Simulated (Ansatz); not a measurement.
A calculation on fcc Ni returned lattice constant a 3.511 Å, bulk modulus 180 GPa, magnetic moment 0.92 μB.

For reference: lattice constant a 3.508 Å (measured, static lattice: zero-point anharmonic expansion removed; as tabulated in Mejia-Rodriguez and Trickey (2018), arXiv:1807.09216); bulk modulus 192 GPa (measured, 0 K value with the zero-point phonon effect removed, our sources range from 186 to 195; as tabulated in Mejia-Rodriguez and Trickey (2018), arXiv:1807.09216).

Problem. Which level of theory produced these numbers?
A) PBEsol-D3(BJ) (Ansatz (an electronic-structure program))
B) rVV10 (Ansatz)
C) HSE06 (Ansatz)
D) revPBE (Ansatz)

Solution. C, HSE06 (Ansatz)

The others give: PBEsol-D3(BJ) 3.429 Å, 249 GPa, 0.60 μB; revPBE 3.543 Å, 184 GPa, 0.66 μB; rVV10 3.537 Å, 194 GPa, 0.63 μB.

Unless a cell is named, each level is at its own relaxed cell (HSE06 10.82, PBEsol-D3(BJ) 10.08, revPBE 11.12, rVV10 11.06 Å³/atom).

Spin-polarised runs: PBEsol-D3(BJ) (parallel moments), revPBE (parallel moments), rVV10 (parallel moments), HSE06 (parallel moments).

Ansatz's density-functional and Hartree–Fock values are scalar-relativistic unless marked +SOC, with PAW data made under PBE.
